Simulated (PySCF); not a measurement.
Gas-phase reaction: 2 SiF₄ + SO₂ → 2 SiOF₂ + 4 F + S

Computed with PySCF (xtb for GFN2) and rigid-rotor harmonic-oscillator thermochemistry at 1 bar. † marks an energy on the PBE0/def2-TZVP geometry and frequencies; other levels use their own. CCSD(T) freezes the core. 6-31G* has spherical d functions here. Open shells (unrestricted): F (multiplicity 2, electronic degeneracy 6), S (multiplicity 3, electronic degeneracy 9); the rest are closed-shell singlets. GFN2 has no spin-polarisation term. Spin-orbit splitting is ignored; it lowers the true energy and changes the entropy of F, S. B3LYP is the form with VWN-RPA correlation. SiOF₂: computed as isolated molecules; such fragments, hydroxides, amides, oligomers or adducts are transient or little studied in the gas. CCSD(T) isn't extrapolated to the basis-set limit; its ΔH°(298 K) is 2002.4 kJ in def2-SVP and 2225.4 kJ in def2-TZVPP. The harmonic model lacks anharmonicity and excited electronic states, which grow with temperature; levels with a mode under 35 cm⁻¹ are left out. Warning, large T1 diagnostic: SO₂ (CCSD(T)/def2-SVP†).

| level | ΔE electronic, kJ | ΔH°(298 K), kJ | ΔS°(298 K), J/K | ΔG°(1400 K), kJ |
|---|---|---|---|---|
| B3LYP/6-31G* | 2179 | 2160 | 550 | 1373 |
| CCSD(T)/def2-SVP† | 2021 | 2002 | 551 | 1214 |
| GFN2-xTB | 1831 | 1817 | 531 | 1061 |
| HF/6-31G* | 1560 | 1539 | 552 | 748 |
| M06-2X/def2-TZVP† | 2307 | 2288 | 551 | 1500 |
| PBE/def2-TZVP† | 2335 | 2316 | 551 | 1528 |
| ωB97M-V/def2-TZVP† | 2298 | 2279 | 551 | 1491 |
ΔH° is lowest at HF/6-31G* and highest at PBE/def2-TZVP†. No reference value is set beside these.
